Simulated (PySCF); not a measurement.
SiH2, SMILES [SiH2] (connectivity only; charge and spin as stated), neutral, multiplicity 1. The structure is a stationary point at PBE-D3(BJ)/def2-TZVPD. The isomer is the one that the SMILES or the coordinates give; other isomers of the formula were not compared.

TDDFT-PBE/def2-TZVPD (PySCF) puts the lowest singlet excitations at 2.32, 3.99, 5.95, 6.63, 7.15, 7.60 eV and the lowest triplet (TDA) at 1.10 eV.

Problem. What are the lowest singlet roots from EOM-CCSD/aug-cc-pVDZ run with PySCF? (The exact figures need the calculation; the answer reports its results.)

Solution. 2.49, 4.53, 6.29, 6.56, 6.83, 7.57 eV; triplets 1.23, 4.03, 5.24 eV. S1 differs by 0.16 eV (second minus first; roots are paired by order, and the bases may differ).
